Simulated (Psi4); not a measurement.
# BNH6 (SMILES [BH3-][NH3+]): M06-2X/def2-TZVP

Aim: the energy change on altering one bond length of BNH6 at M06-2X/def2-TZVP, from 2 runs. 

The calculation is run with Psi4 1.11.

3 further runs of the same task are left out: 3 set aside as unsound or not needed.

## 1. The molecule

BNH6: 8 atoms, total charge 0, spin state singlet. As SMILES, `[BH3-][NH3+]`. The coordinates come from a PBE0-D4/def2-TZVP relaxation.

Bond lengths: B1–N2 1.639 Å, B1–H3 1.212 Å, B1–H4 1.212 Å, B1–H5 1.212 Å, N2–H6 1.015 Å, N2–H7 1.015 Å, N2–H8 1.015 Å. Some angles: B1–N2–H6 110.9°, B1–N2–H7 110.9°, B1–N2–H8 110.9°, N2–B1–H3 105.3°, N2–B1–H4 105.3°, N2–B1–H5 105.3°, H6–N2–H7 108.0°, H6–N2–H8 108.0°, H7–N2–H8 108.0°, H3–B1–H4 113.3°.

## 2. Energy and gradient at M06-2X/def2-TZVP

bh6n.py reads:

```python
import psi4

psi4.set_memory(1600000000)
psi4.set_num_threads(1)
psi4.core.set_output_file('bh6n.out', False)

mol = psi4.geometry("""
0 1
B     -0.191300     0.250800    -0.775400
N      0.206500    -0.255100     0.731700
H     -0.078200    -0.728400    -1.481000
H     -1.332600     0.649700    -0.687200
H      0.604400     1.126600    -1.038400
H      0.140800     0.507000     1.398700
H      1.156600    -0.611300     0.755300
H     -0.414000    -0.996500     1.040500
units angstrom
symmetry c1
""")

options = {'basis': 'def2-TZVP', 'puream': True, 'e_convergence': 1e-09, 'd_convergence': 1e-08, 'scf_type': 'pk', 'dft_radial_points': 99, 'dft_spherical_points': 590}
psi4.set_options(options)

result = psi4.gradient('m06-2x')
print('gradient / Eh bohr^-1')
print(result.np.round(6))
```

The run is started by

```console
$ python bh6n.py
```

bh6n.out:

```text
[...]
  Running in c1 symmetry.
[...]
  Nuclear repulsion =   40.754562783001887
[...]
  Multiplicity = 1
[...]
  Nalpha       = 9
  Nbeta        = 9
[...]
    Number of basis functions: 98
[...]
   @RKS iter   1:   -82.98846930514298   -3.34416e-01   6.56601e-03 ADIIS/DIIS
[...]
   @RKS iter  10:   -83.19667864649617   -1.67688e-12   1.98912e-09 DIIS
[...]
    Orbital Energies [Eh]
    ---------------------
    Doubly Occupied:
       1A    -14.822942     2A     -6.964785     3A     -1.058092
       4A     -0.624848     5A     -0.624817     6A     -0.594278
       7A     -0.421655     8A     -0.333211     9A     -0.333195
[...]
  @RKS Final Energy:   -83.19667864649617
   => Energetics <=
    Nuclear Repulsion Energy =             40.7545627830018873
    One-Electron Energy =                -191.1371233822974887
    Two-Electron Energy =                  73.5423803055253416
    DFT Exchange-Correlation Energy =      -6.3564983527259038
    Empirical Dispersion Energy =           0.0000000000000000
    VV10 Nonlocal Energy =                  0.0000000000000000
    Total Energy =                        -83.1966786464961672
[...]
 Multipole Moments:
 ------------------------------------------------------------------------------------
     Multipole            Electronic (a.u.)      Nuclear  (a.u.)        Total (a.u.)
 ------------------------------------------------------------------------------------
 L = 1.  Multiply by 2.5417464519 to convert [e a0] to [Debye]
 Dipole X            :          0.3906097            0.1242860            0.5148958
 Dipole Y            :         -0.4965607           -0.1581129           -0.6546736
 Dipole Z            :          1.4794958            0.4708985            1.9503944
 Magnitude           :                                                    2.1207907
[...]
  -Total Gradient:
     Atom            X                  Y                   Z
    ------   -----------------  -----------------  -----------------
       1        0.001223143257    -0.001513192608     0.004565583342
       2       -0.000488805644     0.000610963559    -0.001705291008
       3        0.000115392914    -0.001668415730    -0.001622101334
       4       -0.002162061215     0.000832176199    -0.000173519985
       5        0.001342589706     0.001689749220    -0.000802519323
       6        0.000089401859    -0.000475308296    -0.000280137008
       7       -0.000479772145     0.000154831676     0.000106132693
       8        0.000380357741     0.000376382484    -0.000070620985
[...]
```

Standard output:

```text
gradient / Eh bohr^-1
[[ 1.223e-03 -1.513e-03  4.566e-03]
 [-4.890e-04  6.110e-04 -1.705e-03]
 [ 1.150e-04 -1.668e-03 -1.622e-03]
 [-2.162e-03  8.320e-04 -1.740e-04]
 [ 1.343e-03  1.690e-03 -8.030e-04]
 [ 8.900e-05 -4.750e-04 -2.800e-04]
 [-4.800e-04  1.550e-04  1.060e-04]
 [ 3.800e-04  3.760e-04 -7.100e-05]]
```

It took 82 s on 1 thread of Intel Xeon Platinum 8259CL at 2.50GHz (Skylake/Cascade Lake), shared host; peak memory 0.85 GiB.

## 3. The distorted shape: a single-point energy at M06-2X/def2-TZVP

job.dat reads:

```
memory 1600 mb

molecule {
  0 1
  B
  N 1 1.638759
  H 1 1.8183 2 105.26545
  H 1 1.212215 2 105.26098 3 119.99688
  H 1 1.212161 4 113.33218 2 -114.50949
  H 2 1.01489 1 110.90891 5 59.9411
  H 2 1.014951 6 107.99025 1 121.72399
  H 2 1.014915 6 107.99934 7 116.54912
  symmetry c1
}

set {
  basis                def2-TZVP
  puream               true
  e_convergence        1e-09
  d_convergence        1e-08
  scf_type             pk
  dft_radial_points    99
  dft_spherical_points 590
}

e, wfn = energy("m06-2x", return_wfn=True)
print_variables()
```

The run is started by

```console
$ psi4 job.dat job.out -n 1
```

job.out:

```text
[...]
  Running in c1 symmetry.
[...]
  Nuclear repulsion =   39.567700655800131
[...]
  Multiplicity = 1
[...]
  Nalpha       = 9
  Nbeta        = 9
[...]
    Number of basis functions: 98
[...]
   @RKS iter   1:   -82.93397071574604   -4.04144e-01   6.39368e-03 DIIS/ADIIS
[...]
   @RKS iter  10:   -83.13447678095648   -2.30926e-11   9.32861e-09 DIIS
[...]
    Orbital Energies [Eh]
    ---------------------
    Doubly Occupied:
       1A    -14.837995     2A     -7.026877     3A     -1.072451
       4A     -0.638156     5A     -0.637936     6A     -0.602045
       7A     -0.430262     8A     -0.355582     9A     -0.277592
[...]
  @RKS Final Energy:   -83.13447678095648
   => Energetics <=
    Nuclear Repulsion Energy =             39.5677006558001310
    One-Electron Energy =                -188.4824784527830843
    Two-Electron Energy =                  72.0808808579637343
    DFT Exchange-Correlation Energy =      -6.3005798419372665
    Empirical Dispersion Energy =           0.0000000000000000
    VV10 Nonlocal Energy =                  0.0000000000000000
    Total Energy =                        -83.1344767809564757
[...]
 Multipole Moments:
 ------------------------------------------------------------------------------------
     Multipole            Electronic (a.u.)      Nuclear  (a.u.)        Total (a.u.)
 ------------------------------------------------------------------------------------
 L = 1.  Multiply by 2.5417464519 to convert [e a0] to [Debye]
 Dipole X            :         -0.0001144            0.0000176           -0.0000968
 Dipole Y            :         -1.0523773            0.4595985           -0.5927788
 Dipole Z            :          1.9334508            0.3866235            2.3200743
 Magnitude           :                                                    2.3946047
[...]
```

Wall time 67 s (1 thread of Intel Xeon Platinum 8259CL at 2.50GHz (Skylake/Cascade Lake), shared host); peak memory 0.83 GiB.

## 4. Results

Level: M06-2X/def2-TZVP.

```
                                                         quantity         value
                                        first shape: total energy  -83.19668 Eh
                                       first shape: dipole moment        5.39 D
                                         first shape: HOMO energy      -9.07 eV
                                         first shape: LUMO energy       0.57 eV
                                       first shape: HOMO–LUMO gap       9.64 eV
                            first shape: largest force on an atom    0.255 eV/Å
                                    distorted shape: total energy  -83.13448 Eh
                                   distorted shape: dipole moment        6.09 D
                                     distorted shape: HOMO energy      -7.55 eV
                                     distorted shape: LUMO energy       0.39 eV
                                   distorted shape: HOMO–LUMO gap       7.95 eV
energy change with the B1–H3 bond stretched from 1.212 to 1.818 Å      1.693 eV
```

What this shows: With the B1–H3 bond stretched from 1.212 to 1.818 Å the energy rises by 1.69 eV (163 kJ/mol). The first shape isn't relaxed at this level, so the change isn't measured from a minimum. The largest force (first shape) is 0.26 eV/Å: the shape isn't a stationary point for this species at this level.
